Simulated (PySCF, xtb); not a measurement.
CHO, SMILES O=[CH] (connectivity only; charge and spin as stated), charge +1, multiplicity 1.

Harmonic wavenumbers (cm⁻¹) from GFN2-xTB run with xtb 6.7.1 at its own minimum, in rising order: 858, 858, 2284, 2970.

Task: What does PBE-D3(BJ)/def2-TZVPD (PySCF 2.14.0) give at its own minimum? (An estimate is asked for; the answer gives what the named calculation found.)

Result: 830, 830, 2184, 3140. Paired by order, the mean absolute difference is 81 cm⁻¹ and the zero-point energies are 10.0 and 10.0 kcal/mol.
